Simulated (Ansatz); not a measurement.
# CF+ (quintet): the correlation ladder, def2-QZVPP

One table from this session's results is given with a row withheld; the runs are named, their logs left out.

The runs use Ansatz 0.2.0, Gaussian basis; def2-QZVPP, core rule «outside noble gas», up to 2 orbitals frozen.

To be run: UHF; ROHF; CCSD(T) on UHF.

2 further runs of the same task are left out: 2 set aside as unsound or not needed.

### The geometry

The geometry is a PBE0/def2-TZVP stationary point (not a proven minimum) of the parent state, kept for this charge and spin.

2 atoms, charge 1, spin multiplicity 5.

Atoms are counted from 1 here; the program's logs count them from 0.

Bond lengths: C1–F2 1.207 Å.

Set-up of the first run:

File in.yaml:

```yaml
crystal:
  periodic: [false, false, false]
  atoms:
    - {symbol: C, position_ang: [0.000000, 0.000000, 0.000000]}
    - {symbol: F, position_ang: [0.000000, 0.000000, 1.206700]}
basis:
  gaussian: {orbitals: "def2-QZVPP.json"}
total_charge: 1
magnetization: {spin_polarized: true, initial_magnetization: 4}
hamiltonian: {xc: hf}
output: {orbitals: {seedname: orbitals}}
```

On the command line:

```
$ ansatz run in.yaml --threads 1 --pin off --events-out ev --progress --plain --max-ram 2393MiB
```

Among the steps run: UHF; ROHF; CCSD(T) on UHF.

One of the session's tables, all rows but one given; the rest of the session is left out.

| method | from UCCSD(T) (kcal/mol) |
| --- | --- |
| ROHF | +178.47 |
| UHF | +174.42 |
| UMP2 | +14.85 |
| UCCSD | ? |
| UCCSD(T) | 0 |

Q: Estimate the row for UCCSD from the others.

The run gave: from UCCSD(T) (kcal/mol): +3.76. In the column «from UCCSD(T) (kcal/mol)» it lies between UCCSD(T) (0) and UMP2 (+14.85).
